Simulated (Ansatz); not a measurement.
Rock-salt TiC, treated with LDA (Ansatz, a first-principles code, PAW).

Run with plane-wave cutoff 520 eV, 16×16×16 k mesh, Fermi–Dirac smearing 0.1 eV, perturbation theory, force constants from a 4×4×4 q mesh, no spin polarisation, scalar-relativistic PAW data made under PBE.

Computed at the level's own relaxed cell.

TiC is taken in the cubic space group Fm-3m (No. 225), the rock salt structure, Pearson symbol cF8. Cell: a = b = c = 4.2608 Å, α = β = γ = 90.00°. Ti on 4a has 6 C at 2.130 Å and 12 Ti at 3.013 Å. C on 4b is surrounded by 6 Ti at 2.130 Å (octahedral). (Neighbours: up to the widest gap in distance over summed covalent radii, below 1.35, at either atom; cation-cation and far metal-metal contacts left out.)
(The calculation used a cell of 2 atoms; values per cell refer to that cell.)

Harmonic phonon frequencies (cm⁻¹; i marks an imaginary mode):

```csv
q point,frequencies
Γ,0 0 0 553 553 553
```
